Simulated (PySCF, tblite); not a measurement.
# SiH2Cl−: changes of charge, part 2 of 3

tblite 0.8.0 and PySCF 2.14.0. Atoms count from 0.

## 12. Single point (SiH2Cl−): wB97X-D3(BJ)/ma-def2-TZVP

Geometry: PBE0-D3(BJ)/ma-def2-SVP, that of another charge or spin state.

The job: settings as JSON, then the geometry in Å.

```
{"job": {"kind": "sp", "xc": "wB97X", "basis": "ma-def2-TZVP", "d3": "d3bj", "grid": 2}, "charge": -1, "multiplicity": 1}
Si    -0.201367    -0.004483     0.374975
Cl     1.840876    -0.024468    -0.024332
H     -0.774249     1.263622    -0.169046
H     -0.816932    -1.206037    -0.264947
```

Output:

```text
coarse grid: 4488 points
cycle   1  E = -750.9561522326  dE = -1.464e-01  |g| = 2.415e-01  |ddm| = 1.554e+00
cycle   2  E = -750.9785421017  dE = -2.239e-02  |g| = 1.438e-01  |ddm| = 5.766e-01
cycle   3  E = -750.9828222475  dE = -4.280e-03  |g| = 2.712e-02  |ddm| = 1.577e-01
cycle   4  E = -750.9832468955  dE = -4.246e-04  |g| = 8.233e-03  |ddm| = 9.151e-02
cycle   5  E = -750.9833829156  dE = -1.360e-04  |g| = 3.706e-03  |ddm| = 7.117e-02
cycle   6  E = -750.9834077938  dE = -2.488e-05  |g| = 1.640e-03  |ddm| = 3.098e-02
cycle   7  E = -750.9834145199  dE = -6.726e-06  |g| = 4.998e-04  |ddm| = 1.959e-02
final grid: 34416 points
cycle   8  E = -750.9805876559  dE = -1.126e-05  |g| = 4.456e-03  |ddm| = 1.053e-02
cycle   9  E = -750.9805887165  dE = -1.061e-06  |g| = 2.246e-03  |ddm| = 3.594e-03
cycle  10  E = -750.9805892815  dE = -5.650e-07  |g| = 2.000e-04  |ddm| = 1.675e-03
cycle  11  E = -750.9805893135  dE = -3.199e-08  |g| = 7.733e-05  |ddm| = 6.170e-04
cycle  12  E = -750.9805893303  dE = -1.684e-08  |g| = 3.536e-05  |ddm| = 6.464e-04
cycle  13  E = -750.9805893350  dE = -4.677e-09  |g| = 1.419e-05  |ddm| = 4.170e-04
converged SCF energy = -750.9805893350
```

It took 1.3 s on 1 thread of Arm Neoverse V1, shared host.

## 13. Single point (SiH₂Cl radical, [SiH2]Cl): wB97X-D3(BJ)/ma-def2-TZVP

Geometry: PBE0-D3(BJ)/ma-def2-SVP.

The job: settings as JSON, then the geometry in Å.

```
{"job": {"kind": "sp", "xc": "wB97X", "basis": "ma-def2-TZVP", "d3": "d3bj", "grid": 2}, "charge": 0, "multiplicity": 2}
Si    -0.201367    -0.004483     0.374975
Cl     1.840876    -0.024468    -0.024332
H     -0.774249     1.263622    -0.169046
H     -0.816932    -1.206037    -0.264947
```

Output:

```text
final grid: 34416 points
cycle   1  E = -750.9305144985  dE = -2.934e-02  |g| = 9.686e-02  |ddm| = 3.968e-01
cycle   2  E = -750.9342602737  dE = -3.746e-03  |g| = 6.150e-02  |ddm| = 1.392e-01
cycle   3  E = -750.9358665270  dE = -1.606e-03  |g| = 7.348e-03  |ddm| = 4.566e-02
cycle   4  E = -750.9359525587  dE = -8.603e-05  |g| = 3.554e-03  |ddm| = 1.644e-02
cycle   5  E = -750.9359747526  dE = -2.219e-05  |g| = 9.882e-04  |ddm| = 9.904e-03
cycle   6  E = -750.9359774376  dE = -2.685e-06  |g| = 3.223e-04  |ddm| = 3.672e-03
cycle   7  E = -750.9359777107  dE = -2.730e-07  |g| = 1.073e-04  |ddm| = 1.252e-03
cycle   8  E = -750.9359777365  dE = -2.584e-08  |g| = 3.272e-05  |ddm| = 3.732e-04
cycle   9  E = -750.9359777393  dE = -2.815e-09  |g| = 9.004e-06  |ddm| = 1.234e-04
converged SCF energy = -750.9359777393
```

Wall time 2.1 s (1 thread of Arm Neoverse V1, shared host).

## 14. Changes of charge: wB97X-D3(BJ)/ma-def2-TZVP

This step combines the energies above: geometries from PBE0-D3(BJ)/ma-def2-SVP, zero-point and thermal terms from PBE0-D3(BJ)/ma-def2-SVP.

The job: settings as JSON, then the geometry in Å.

```
{"job": {"kind": "rx", "dirs": [1], "geom": {"xc": "PBE0", "basis": "ma-def2-SVP", "d3": "d3bj", "grid": 1}, "hess": 1, "level": {"xc": "wB97X", "basis": "ma-def2-TZVP", "d3": "d3bj"}}, "charge": -1, "multiplicity": 1}
Si    -0.298613    -0.013564     0.657663
Cl     1.851833    -0.020308    -0.097134
H     -0.755074     1.140382    -0.268462
H     -0.782782    -1.100206    -0.333430
```

Output (the driver's rows laid out field by field):

```text
ionisation and electron attachment, wB97X-D3(BJ)/ma-def2-TZVP // PBE0-D3(BJ)/ma-def2-SVP

row 1
  change                  oxidation
  charge                  0
  multiplicity            2
  vertical_ev             2.6552
  vertical_s2             0.753
  formula                 ClH2Si
  smiles                  [SiH2]Cl
  kept                    yes
  pieces                  1
  point_group             Cs
  adiabatic_electronic_ev 1.8395
  adiabatic_ev            1.88
  free_energy_ev          1.8708
  s2                      0.752
  bonds_moved             0 1 2.279 2.081; 0 2 1.548 1.494; 0 3 1.548 1.494
  spin_on                 0 Si 0.861
  charge_moved            0 Si 0.631; 1 Cl 0.222
  vertical_back_ev        1.2139
  relaxation_parent_ev    0.6256
  relaxation_ion_ev       0.8156
  reorganisation_ev       1.4412
```

It took 40 s on 1 thread of Arm Neoverse V1, shared host.

Energy taken up on oxidation, or given off on reduction (eV; adiabatic with zero-point energy):

```csv
change,product,vertical,adiabatic,free energy,reorganisation,⟨S²⟩
oxidation (multiplicity 2),[SiH2]Cl,2.66,1.88,1.87,1.44,0.75
```

On oxidation to multiplicity 2 charge changes most on Si0 (+0.63 e), Cl1 (+0.22 e); the spin sits on Si0 (0.86); the bond Si0–Cl1 goes from 2.279 to 2.081 Å.

## 15. Single point (SiH2Cl−): wavefunction

Geometry: PBE0-D3(BJ)/ma-def2-SVP.

The job: settings as JSON, then the geometry in Å.

```
{"job": {"kind": "sp", "xc": "CCSD(T)", "basis": "ma-def2-TZVP", "grid": 2}, "charge": -1, "multiplicity": 1}
Si    -0.298613    -0.013564     0.657663
Cl     1.851833    -0.020308    -0.097134
H     -0.755074     1.140382    -0.268462
H     -0.782782    -1.100206    -0.333430
```

Level: wavefunction single point, frozen core, gas phase.

Output:

```text
final grid: 34416 points
cycle   1  E = -749.6245884292  dE = -3.765e-01  |g| = 2.456e-01  |ddm| = 1.368e+00
cycle   2  E = -749.6480252158  dE = -2.344e-02  |g| = 1.101e-01  |ddm| = 4.608e-01
cycle   3  E = -749.6512261780  dE = -3.201e-03  |g| = 2.555e-02  |ddm| = 1.345e-01
cycle   4  E = -749.6517572994  dE = -5.311e-04  |g| = 7.322e-03  |ddm| = 8.958e-02
cycle   5  E = -749.6518345134  dE = -7.721e-05  |g| = 2.484e-03  |ddm| = 3.816e-02
cycle   6  E = -749.6518460965  dE = -1.158e-05  |g| = 7.445e-04  |ddm| = 1.635e-02
cycle   7  E = -749.6518470692  dE = -9.727e-07  |g| = 2.886e-04  |ddm| = 4.266e-03
cycle   8  E = -749.6518471921  dE = -1.229e-07  |g| = 7.658e-05  |ddm| = 1.497e-03
cycle   9  E = -749.6518472018  dE = -9.735e-09  |g| = 2.181e-05  |ddm| = 4.043e-04
converged SCF energy = -749.6518472018
E(HF, exact integrals) = -749.6518840253
E(MP2) = -749.9675599240
E(CCSD) = -750.0065813525
E(CCSD(T)) = -750.0208209806
T1 diagnostic = 0.0114
```

Wall time 14 s (1 thread of Arm Neoverse V1, shared host); peak memory 0.57 GiB.

## 16. Single point (SiH2Cl radical): wavefunction

Geometry: PBE0-D3(BJ)/ma-def2-SVP, that of another charge or spin state.

The job: settings as JSON, then the geometry in Å.

```
{"job": {"kind": "sp", "xc": "CCSD(T)", "basis": "ma-def2-TZVP", "grid": 2}, "charge": 0, "multiplicity": 2}
Si    -0.298613    -0.013564     0.657663
Cl     1.851833    -0.020308    -0.097134
H     -0.755074     1.140382    -0.268462
H     -0.782782    -1.100206    -0.333430
```

Level: wavefunction single point, frozen core, gas phase.

Output:

```text
final grid: 34416 points
cycle   1  E = -749.5869441477  dE = -3.445e-02  |g| = 6.925e-02  |ddm| = 3.545e-01
cycle   2  E = -749.5907421693  dE = -3.798e-03  |g| = 3.133e-02  |ddm| = 1.026e-01
cycle   3  E = -749.5914692284  dE = -7.271e-04  |g| = 1.090e-02  |ddm| = 3.109e-02
cycle   4  E = -749.5917444763  dE = -2.752e-04  |g| = 3.267e-03  |ddm| = 2.877e-02
cycle   5  E = -749.5917663764  dE = -2.190e-05  |g| = 1.350e-03  |ddm| = 7.267e-03
cycle   6  E = -749.5917714083  dE = -5.032e-06  |g| = 6.162e-04  |ddm| = 3.519e-03
cycle   7  E = -749.5917726230  dE = -1.215e-06  |g| = 2.273e-04  |ddm| = 1.955e-03
cycle   8  E = -749.5917727782  dE = -1.552e-07  |g| = 1.044e-04  |ddm| = 6.632e-04
cycle   9  E = -749.5917728126  dE = -3.435e-08  |g| = 5.220e-05  |ddm| = 3.079e-04
cycle  10  E = -749.5917728227  dE = -1.013e-08  |g| = 1.955e-05  |ddm| = 2.104e-04
cycle  11  E = -749.5917728239  dE = -1.163e-09  |g| = 9.799e-06  |ddm| = 6.193e-05
converged SCF energy = -749.5917728239
E(HF, exact integrals) = -749.5918114396
E(MP2) = -749.8785531567
E(CCSD) = -749.9156821159
E(CCSD(T)) = -749.9290814766
T1 diagnostic = 0.0251
```

It took 66 s on 1 thread of Arm Neoverse V1, shared host; peak memory 2.5 GiB.

## 17. Single point (SiH2Cl−): wavefunction

Geometry: PBE0-D3(BJ)/ma-def2-SVP, that of another charge or spin state.

The job: settings as JSON, then the geometry in Å.

```
{"job": {"kind": "sp", "xc": "CCSD(T)", "basis": "ma-def2-TZVP", "grid": 2}, "charge": -1, "multiplicity": 1}
Si    -0.201367    -0.004483     0.374975
Cl     1.840876    -0.024468    -0.024332
H     -0.774249     1.263622    -0.169046
H     -0.816932    -1.206037    -0.264947
```

Method: wavefunction single point, frozen core, gas phase.

Output:

```text
final grid: 34416 points
cycle   1  E = -749.6034239597  dE = -1.407e-01  |g| = 2.248e-01  |ddm| = 1.610e+00
cycle   2  E = -749.6253284149  dE = -2.190e-02  |g| = 8.395e-02  |ddm| = 4.591e-01
cycle   3  E = -749.6276886494  dE = -2.360e-03  |g| = 2.581e-02  |ddm| = 1.489e-01
cycle   4  E = -749.6282150485  dE = -5.264e-04  |g| = 7.621e-03  |ddm| = 1.032e-01
cycle   5  E = -749.6283237859  dE = -1.087e-04  |g| = 3.155e-03  |ddm| = 5.978e-02
cycle   6  E = -749.6283482243  dE = -2.444e-05  |g| = 9.812e-04  |ddm| = 3.467e-02
cycle   7  E = -749.6283505271  dE = -2.303e-06  |g| = 3.803e-04  |ddm| = 9.727e-03
cycle   8  E = -749.6283508602  dE = -3.331e-07  |g| = 1.075e-04  |ddm| = 3.943e-03
cycle   9  E = -749.6283508885  dE = -2.830e-08  |g| = 4.277e-05  |ddm| = 8.881e-04
cycle  10  E = -749.6283508932  dE = -4.721e-09  |g| = 1.721e-05  |ddm| = 3.842e-04
converged SCF energy = -749.6283508932
E(HF, exact integrals) = -749.6283880058
E(MP2) = -749.9456181560
E(CCSD) = -749.9831369664
E(CCSD(T)) = -749.9974152216
T1 diagnostic = 0.0112
```

Run time: 13 s. Hardware: 1 thread of Arm Neoverse V1, shared host; peak memory 0.62 GiB.

## 18. Single point (SiH₂Cl radical, [SiH2]Cl): wavefunction

Geometry: PBE0-D3(BJ)/ma-def2-SVP.

The job: settings as JSON, then the geometry in Å.

```
{"job": {"kind": "sp", "xc": "CCSD(T)", "basis": "ma-def2-TZVP", "grid": 2}, "charge": 0, "multiplicity": 2}
Si    -0.201367    -0.004483     0.374975
Cl     1.840876    -0.024468    -0.024332
H     -0.774249     1.263622    -0.169046
H     -0.816932    -1.206037    -0.264947
```

Level: wavefunction single point, frozen core, gas phase.

Output:

```text
final grid: 34416 points
cycle   1  E = -749.6208233718  dE = -3.529e-02  |g| = 7.134e-02  |ddm| = 3.812e-01
cycle   2  E = -749.6248155162  dE = -3.992e-03  |g| = 3.123e-02  |ddm| = 1.055e-01
cycle   3  E = -749.6255449846  dE = -7.295e-04  |g| = 1.060e-02  |ddm| = 3.540e-02
cycle   4  E = -749.6258140758  dE = -2.691e-04  |g| = 2.955e-03  |ddm| = 3.416e-02
cycle   5  E = -749.6258315043  dE = -1.743e-05  |g| = 1.146e-03  |ddm| = 8.176e-03
cycle   6  E = -749.6258344046  dE = -2.900e-06  |g| = 4.230e-04  |ddm| = 3.597e-03
cycle   7  E = -749.6258348498  dE = -4.452e-07  |g| = 1.270e-04  |ddm| = 1.398e-03
cycle   8  E = -749.6258348895  dE = -3.973e-08  |g| = 4.258e-05  |ddm| = 3.298e-04
cycle   9  E = -749.6258348939  dE = -4.378e-09  |g| = 1.540e-05  |ddm| = 1.133e-04
converged SCF energy = -749.6258348939
E(HF, exact integrals) = -749.6258807081
E(MP2) = -749.9100022249
E(CCSD) = -749.9460345082
E(CCSD(T)) = -749.9584680749
T1 diagnostic = 0.0189
```

Run time: 57 s. Hardware: 1 thread of Arm Neoverse V1, shared host; peak memory 2.5 GiB.

## 19. Changes of charge: CCSD(T)/ma-def2-TZVP

This step combines the energies above: geometries from PBE0-D3(BJ)/ma-def2-SVP, zero-point and thermal terms from PBE0-D3(BJ)/ma-def2-SVP.

The job: settings as JSON, then the geometry in Å.

```
{"job": {"kind": "rx", "dirs": [1], "geom": {"xc": "PBE0", "basis": "ma-def2-SVP", "d3": "d3bj", "grid": 1}, "hess": 1, "level": {"xc": "CCSD(T)", "basis": "ma-def2-TZVP"}}, "charge": -1, "multiplicity": 1}
Si    -0.298613    -0.013564     0.657663
Cl     1.851833    -0.020308    -0.097134
H     -0.755074     1.140382    -0.268462
H     -0.782782    -1.100206    -0.333430
```

Output (the driver's rows laid out field by field):

```text
ionisation and electron attachment, CCSD(T)/ma-def2-TZVP // PBE0-D3(BJ)/ma-def2-SVP

row 1
  change                  oxidation
  charge                  0
  multiplicity            2
  vertical_ev             2.4964
  vertical_s2             0.757
  formula                 ClH2Si
  smiles                  [SiH2]Cl
  kept                    yes
  pieces                  1
  point_group             Cs
  adiabatic_electronic_ev 1.6967
  adiabatic_ev            1.7372
  free_energy_ev          1.728
  s2                      0.754
  bonds_moved             0 1 2.279 2.081; 0 2 1.548 1.494; 0 3 1.548 1.494
  spin_on                 0 Si 0.907
  charge_moved            0 Si 0.655; 1 Cl 0.203
  vertical_back_ev        1.0598
  relaxation_parent_ev    0.6369
  relaxation_ion_ev       0.7997
  reorganisation_ev       1.4366
```

Wall time 2.5 min (1 thread of Arm Neoverse V1, shared host); peak memory 2.5 GiB.

Energy taken up on oxidation, or given off on reduction (eV; adiabatic with zero-point energy):

```csv
change,product,vertical,adiabatic,free energy,reorganisation,⟨S²⟩
oxidation (multiplicity 2),[SiH2]Cl,2.50,1.74,1.73,1.44,0.75
```

On oxidation to multiplicity 2 charge changes most on Si0 (+0.66 e), Cl1 (+0.20 e); the spin sits on Si0 (0.91); the bond Si0–Cl1 goes from 2.279 to 2.081 Å.

## 20. Single point (SiH2Cl−): wavefunction

Geometry: PBE0-D3(BJ)/ma-def2-SVP.

The job: settings as JSON, then the geometry in Å.

```
{"job": {"kind": "sp", "xc": "MP2", "basis": "ma-def2-TZVP", "grid": 2}, "charge": -1, "multiplicity": 1}
Si    -0.298613    -0.013564     0.657663
Cl     1.851833    -0.020308    -0.097134
H     -0.755074     1.140382    -0.268462
H     -0.782782    -1.100206    -0.333430
```

Method: wavefunction single point, frozen core, gas phase.

Output:

```text
final grid: 34416 points
cycle   1  E = -749.6245884292  dE = -3.765e-01  |g| = 2.456e-01  |ddm| = 1.368e+00
cycle   2  E = -749.6480252158  dE = -2.344e-02  |g| = 1.101e-01  |ddm| = 4.608e-01
cycle   3  E = -749.6512261780  dE = -3.201e-03  |g| = 2.555e-02  |ddm| = 1.345e-01
cycle   4  E = -749.6517572994  dE = -5.311e-04  |g| = 7.322e-03  |ddm| = 8.958e-02
cycle   5  E = -749.6518345134  dE = -7.721e-05  |g| = 2.484e-03  |ddm| = 3.816e-02
cycle   6  E = -749.6518460965  dE = -1.158e-05  |g| = 7.445e-04  |ddm| = 1.635e-02
cycle   7  E = -749.6518470692  dE = -9.727e-07  |g| = 2.886e-04  |ddm| = 4.266e-03
cycle   8  E = -749.6518471921  dE = -1.229e-07  |g| = 7.658e-05  |ddm| = 1.497e-03
cycle   9  E = -749.6518472018  dE = -9.735e-09  |g| = 2.181e-05  |ddm| = 4.043e-04
converged SCF energy = -749.6518472018
E(HF, exact integrals) = -749.6518840253
E(MP2) = -749.9675599406
```

Run time: 1.2 s. Hardware: 1 thread of Arm Neoverse V1, shared host.

(Part 2 of 3 ends here.)
